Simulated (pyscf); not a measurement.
Single points on ωB97X-D3(BJ)/def2-SVP structures (PySCF, gas phase).

Question: Estimate the classical barrier height and the reaction energy of H₃C–SiH₂–Cl + H atom (H•) -> methyl (CH₃•) + H₃Si–Cl at ωB97M-D3(BJ)/def2-TZVP. The step runs on the doublet surface, breaks C–Si and forms H–Si; take the separated reactants as zero.

Answer: ΔE‡ = 64.0 kJ/mol, ΔE = -0.7 kJ/mol. Zero-point energy shifts the barrier by +5.6 kJ/mol. It is a substitution at Si, with an imaginary mode of 523i cm⁻¹. The same reactants have a lower exit, to H₃C–SiH•–Cl + H₂ (barrier +20.1 kJ/mol at ωB97M-D3(BJ)/def2-TZVP, against +64.0 kJ/mol here). This is the saddle that the search found; another between the same sides may lie lower. The angle at the attacked Si is 163°.
